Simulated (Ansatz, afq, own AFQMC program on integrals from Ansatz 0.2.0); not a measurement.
# I⁺, triplet: AFQMC among the cluster methods

A free I cation.

Basis def2-TZVP with its core potentials. Only valence electrons are correlated. Ansatz 0.2.0 and our own AFQMC program on the same integrals; the CISD trial comes from CCSD amplitudes, and released means the phaseless constraint is let go. Free AFQMC starts from the CCSD state and is never constrained. Its projection time is finite, and what remains of the start isn't in its error. Error bars are statistical, one sigma. No spin–orbit coupling.

Determinant: UHF, the one that the program's search chose, which needn't be the lowest solution.

No full CI on the walks' own integrals is used here; CCSDT(Q) serves as the reference and is uncertain by about the last step of the cluster series.

Cautions: no spin-orbit coupling; inner d shell frozen.

```
T1 diagnostic                               : 0.0075
weight of the determinant in the CISD state : 0.944
⟨S²⟩ of the determinant                     : 2.010
size of the correlated space                : 6 electrons in 41 orbitals
```

| level | correlation energy (eV) |
| --- | --- |
| MP2 | -2.3823 |
| CCSD | -2.8633 |
| CCSD(T) | -2.9402 |

Problem. Estimate where free-projection AFQMC lies against CCSD(T) on the same integrals.

Solution. 0.39 ± 0.18 kcal/mol below CCSD(T).

Reference: CCSDT(Q), correlation energy -2.956 eV. The released energy is read at 2.40 1/Eh (meV from the phaseless value at times in 1/Eh: -3 ± 5 at 0.24, -1 ± 5 at 0.51, -2 ± 4 at 0.99, -8 ± 4 at 1.62, -5 ± 5 at 2.40).

```csv
level,E − E(reference) (kcal/mol),share of correlation (%)
CCSD(T),0.37,99.46
CCSDT,0.03,99.95
ph-AFQMC/HF,2.59 ± 0.51,96.19
ph-AFQMC/CISD,0.12 ± 0.11,99.83
released AFQMC,0.00 ± 0.11,100.00
free AFQMC,-0.02 ± 0.18,100.03
```

Free projections are given only where their last times agree within the noise and don't stop above the reference; a slow remainder of the start can still hide under it. A walk keeps the symmetry of its determinant, which the program's search chose and which needn't be the lowest solution, so a lower state of the same spin and another symmetry isn't excluded. Released energies are given only where the last usable release times agree within the noise; a slower fall can still hide under it.
